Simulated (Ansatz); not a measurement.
Worked example: correlation energy of NS⁺, singlet

Geometry: that of the NS⁺, triplet, kept fixed.

```xyz
2

N     0.0000    0.0000    0.0000
S     0.0000    0.0000    1.5946
```

Basis 6-31G; Ansatz 0.2.0. Correlated methods freeze the noble-gas cores, which leaves 10 electrons in 16 orbitals. Prefix R: restricted or restricted open-shell reference.

Full CI is exact within this basis and frozen core; it isn't the basis-set limit.

Runs differ by some tens of microhartree through their thresholds, so steps under 0.03 kcal/mol mean nothing.

```tsv
level	total energy (hartree)
RHF	-451.427161
RMP2	-451.703593
RCCSD*	-451.665370
RCCSD(T)*	-451.678163
RCCSDT	-451.677750
RCCSDT(Q)	-451.682728
RCCSDTQ	-451.681551
full CI	-451.682444
```

Problem. What is the correlation energy at full CI, and what share of it do RMP2 and RCCSD recover?

Solution. E(corr) = -451.682444 − (-451.427161) = -0.255283 hartree = -6.947 eV. RMP2: -0.276432 / -0.255283 = 108.28 %. RCCSD: -0.238209 / -0.255283 = 93.31 %.

Problem. By how many kcal/mol does RCCSD(T) miss full CI (1 hartree = 627.509 kcal/mol), and which steps make up the rest?

Solution. -451.678163 − (-451.682444) = 0.004281 hartree = 2.69 kcal/mol. Steps: RCCSDT − RCCSD(T) = 0.26, RCCSDT(Q) − RCCSDT = -3.12, RCCSDTQ − RCCSDT(Q) = 0.74, full CI − RCCSDTQ = -0.56 kcal/mol. With more than one leading determinant such errors change with state and geometry, and needn't cancel in differences.

An asterisk marks runs whose energy the program itself flagged as in doubt.
